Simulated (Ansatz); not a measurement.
# C₃H₄F₂: up Jacob's ladder to CCSD(T)

Aim: compute C₃H₄F₂ with functionals from several rungs and with coupled cluster. The yardstick is the atomisation energy at the CCSD(T) limit.

Program: Ansatz 0.2.0, Gaussian basis. Level of theory: functionals in def2-TZVPP, the program's frozen cores in correlated methods. These are calculated values, not measurements.

The runs, in order: LDA (SPW92), PBE-D4, revPBE-D4, BLYP-D4, r2SCAN-D4, B97M-V, PBE0-D4, B3LYP-D4, r2SCANh-D4, r2SCAN0-D4, HSE06-D4, BHLYP-D4, CAM-B3LYP-D4, LC-ωPBE, ωB97X-V, ωB97M-V, B2PLYP, PBE-QIDH; CCSD(T)/def2-SVP; CCSD(T)/def2-TZVPP; CCSD(T)/def2-QZVPP; extrapolation to the limit; RPA on PBE.

## (1) The geometry

An earlier PBE0-D4 in a triple-zeta def2 set relaxation fixed the geometry.

SMILES `F[C@H]1C[C@@H]1F`, 9 atoms, charge 0, spin multiplicity 1.

Atoms are counted from 1 here; the program's logs count them from 0.

Bond lengths: F1–C2 1.360 Å, C2–C3 1.495 Å, C2–C4 1.476 Å, C2–H6 1.084 Å, C3–C4 1.495 Å, C3–H7 1.083 Å, C3–H8 1.083 Å, C4–F5 1.360 Å, C4–H9 1.084 Å. Angles: F1–C2–C3 118.7°, F1–C2–C4 118.3°, F1–C2–H6 112.8°, C3–C2–C4 60.4°, C3–C2–H6 118.7°, C4–C2–H6 118.6°, C2–C3–C4 59.1°, C2–C3–H7 116.7°, C2–C3–H8 118.3°, C4–C3–H7 118.3°, C4–C3–H8 116.7°, H7–C3–H8 115.9°, C2–C4–C3 60.4°, C2–C4–F5 118.3°, C2–C4–H9 118.6°, C3–C4–F5 118.7°, C3–C4–H9 118.7°, F5–C4–H9 112.8°.

## (2) LDA

This LDA is Slater exchange with PW92 correlation.

in.yaml reads:

```yaml
crystal:
  periodic: [false, false, false]
  atoms:
    - {symbol: F, position_ang: [-0.868008, -0.494951, 1.676716]}
    - {symbol: C, position_ang: [-0.168397, 0.252548, 0.780961]}
    - {symbol: C, position_ang: [0.775900, -0.438424, -0.149970]}
    - {symbol: C, position_ang: [-0.512311, 0.133312, -0.649373]}
    - {symbol: F, position_ang: [-0.475642, 1.255759, -1.417072]}
    - {symbol: H, position_ang: [0.104614, 1.227183, 1.169407]}
    - {symbol: H, position_ang: [1.694709, 0.083374, -0.386858]}
    - {symbol: H, position_ang: [0.843649, -1.518182, -0.103785]}
    - {symbol: H, position_ang: [-1.306016, -0.546820, -0.937126]}
basis:
  gaussian: {orbitals: def2-TZVPP}
hamiltonian: {xc: lda}
output: {orbitals: {seedname: orbitals}}
```

The run is started by

```sh
ansatz run in.yaml --threads 2 --pin off --events-out ev --progress --plain --max-ram 32768MiB --backend cpu
```

The runs that follow: PBE-D4 (GGA); revPBE-D4 (GGA); BLYP-D4 (GGA); r2SCAN-D4 (meta-GGA); B97M-V (meta-GGA); PBE0-D4 (hybrid); B3LYP-D4 (hybrid); r2SCANh-D4 (hybrid); r2SCAN0-D4 (hybrid); HSE06-D4 (hybrid); BHLYP-D4 (hybrid); CAM-B3LYP-D4 (range-separated); LC-ωPBE (range-separated); ωB97X-V (range-separated); ωB97M-V (range-separated); B2PLYP (double hybrid); PBE-QIDH (double hybrid); CCSD(T) in def2-SVP; CCSD(T) in def2-TZVPP; CCSD(T) in def2-QZVPP; RPA on PBE orbitals.

Before running them: what should the planned runs give, taken together? Wanted: atomisation energy, CCSD(T)/CBS; farthest beyond LDA; mean size of error, GGA; mean size of error, meta-GGA; mean size of error, hybrid; mean size of error, range-separated; mean size of error, double hybrid; gap, smallest and largest; T1 diagnostic.

The runs gave:

```
                               quantity                                      value
        atomisation energy, CCSD(T)/CBS                                  37.428 eV
    functionals within 0.187 eV (0.5 %)    BLYP-D4, B3LYP-D4, r2SCANh-D4, PBE-QIDH
                    farthest beyond LDA                         PBE-D4 (+1.530 eV)
                mean size of error, GGA                                   0.661 eV
           mean size of error, meta-GGA                                   0.271 eV
             mean size of error, hybrid                                   0.504 eV
    mean size of error, range-separated                                   0.368 eV
      mean size of error, double hybrid                                   0.182 eV
              gap, smallest and largest  6.84 eV (LDA (SPW92)), 14.48 eV (LC-ωPBE)
                          T1 diagnostic                                     0.0106
triples share of the correlation energy                                      3.5 %
```

In words: LDA overbinds by 6.822 eV (18 %). PBE-D4 is off by +1.530 eV. Double hybrids carry the basis error of their MP2 part in triple zeta, and no dispersion term here, so their miss is partly the set-up's. By mean error the best rung here is double hybrid (0.182 eV) and the worst beyond LDA is GGA (0.661 eV). The gap between the best rungs is small, so their order is not settled. The reference freezes the cores and leaves out relativity and excitations past (T), so misses under about 0.187 eV can't be ranked. Hartree-Fock recovers 72 % of the binding; the rest is correlation. CCSD(T) in def2-SVP is off by -1.539 eV, worse than the median functional, from the basis alone. Orbital gaps span 6.8 to 14.5 eV; exact exchange widens them.
